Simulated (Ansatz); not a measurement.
Mulliken charges of C3H4N2 (`CC(=N)C#N`) from r2SCAN/def2-TZVPP in Ansatz (PBE0-D4/def2-TZVP geometry).

```csv
atom,x (Å),y (Å),z (Å),charge (e)
C1,-0.156,-0.882,-0.464,-0.098
C2,0.155,0.347,0.333,0.151
N3,0.732,0.427,1.457,-0.250
C4,-0.271,1.589,-0.284,-0.124
N5,-0.633,2.535,-0.828,-0.035
H6,0.319,-0.826,-1.446,0.076
H7,0.193,-1.774,0.056,0.045
H8,-1.233,-0.960,-0.633,0.076
H9,0.984,-0.503,1.792,0.160
```

Problem. By hand: the dipole of these point charges (1 e Å = 4.8032 D).

Solution. Σ q r = (0.008, -0.550, -0.073) e Å, of length 0.555 e Å = 2.67 D.

Problem. How does the dipole of the full density compare? (Estimate.)

Solution. Computed: (0.077, -0.982, -0.010) e Å, 4.73 D; the point charges give 0.56 times that, at 8° from its direction.

Point charges leave out the atoms' own dipoles, such as those of lone pairs, and Mulliken's split depends on the basis, so the two needn't agree.
